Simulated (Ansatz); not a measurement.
# C₂H₂NS−: an energy map over bond length N1–H5 and angle H5–N1–C2

How does the energy of C2H2NS, SMILES N=C1[CH-]S1, charge −1 change over two coordinates at once? A grid of runs gives the map.

The runs use Ansatz 0.2.0; RKS SPW92 (LDA)/def2-SVPD.

## Step 1: The starting structure

6 atoms, charge -1, spin multiplicity 1.

Atoms are counted from 1 here; the program's logs count them from 0.

Bond lengths: N1–C2 1.286 Å, N1–H5 1.025 Å, C2–C3 1.376 Å, C2–S4 1.902 Å, C3–S4 1.966 Å, C3–H6 1.107 Å. Angles: C2–N1–H5 111.1°, N1–C2–C3 151.6°, N1–C2–S4 136.6°, C3–C2–S4 71.7°, C2–C3–S4 66.7°, C2–C3–H6 118.5°, S4–C3–H6 113.3°, C2–S4–C3 41.6°.

As a file:

```
atom     x (Å)     y (Å)     z (Å)
  N1  -0.19324   1.22788  -0.84098
  C2  -0.03511   0.25433  -0.01632
  C3   0.61055  -0.34302   1.04120
  S4  -0.94655  -1.36090   0.40610
  H5  -1.01038   1.07445  -1.44111
  H6   1.57474  -0.85275   0.85112
```

This geometry comes from a loose relaxation at PBE in a small basis, which is not shown.

## Step 3: The grid

- bond length N1–H5: 15 values from 0.882 to 1.435 Å
- angle H5–N1–C2: 15 values from 67.4 to 157.4 °

Nothing else is relaxed (all other coordinates rigid). Energies count from the relaxed molecule at the same level.

(The set-up runs are not shown.)

## Step 4: Grid point bond length N1–H5 = 1.198 Å, angle H5–N1–C2 = 93.1°

The input, input.yaml:

```yaml
crystal:
  periodic: [false, false, false]
  atoms:
    - { symbol: "N", position_ang: [-0.198871, 1.22686, -0.84472] }
    - { symbol: C, position_ang: [-0.028492, 0.269041, -0.020738] }
    - { symbol: C, position_ang: [0.59713, -0.373764, 0.993196] }
    - { symbol: S, position_ang: [-0.937113, -1.35757, 0.422257] }
    - { symbol: H, position_ang: [-1.178524, 0.728685, -1.321486] }
    - { symbol: H, position_ang: [1.58776, -0.851809, 0.891909] }
total_charge: -1
basis:
  gaussian: { orbitals: def2-SVPD }
hamiltonian:
  xc: lda
output:
  forces: true
```

Run with:

```console
ansatz run input.yaml --threads 1 --pin off --max-ram 2560MiB --backend cpu --events-out ev --progress --plain --runs-dir out
```

Further runs follow: the other points that were computed.

Before running it: what results should come out? Wanted: lowest point; highest computed point; largest force on an atom.

**Answer**, as computed:

| quantity | value |
| --- | --- |
| lowest point | bond length N1–H5 = 1.040 Å, angle H5–N1–C2 = 112.4°, 0.0044 eV |
| highest computed point | bond length N1–H5 = 1.435 Å, angle H5–N1–C2 = 157.4°, 2.66 eV above the lowest |
| largest force on an atom (eV/Å) | 0.6 at bond length N1–H5 = 1.040 Å, angle H5–N1–C2 = 112.4° to 13.5 at bond length N1–H5 = 0.882 Å, angle H5–N1–C2 = 67.4°; 0.6 at the lowest point |
| time for the whole task | 6.7 min on 1 thread, shared host |

What this shows: The lowest computed point is at bond length N1–H5 = 1.040 Å, angle H5–N1–C2 = 112.4°, 0.0044 eV from the relaxed molecule at the same level. The grid is coarse, so the lowest point of the scanned range may lie between grid points; coordinates that were held can hide deeper minima. The grid shows no well of another kind. The highest computed point, bond length N1–H5 = 1.435 Å, angle H5–N1–C2 = 157.4°, lies 2.66 eV above the lowest. Round the minimum the two coordinates are nearly uncoupled.
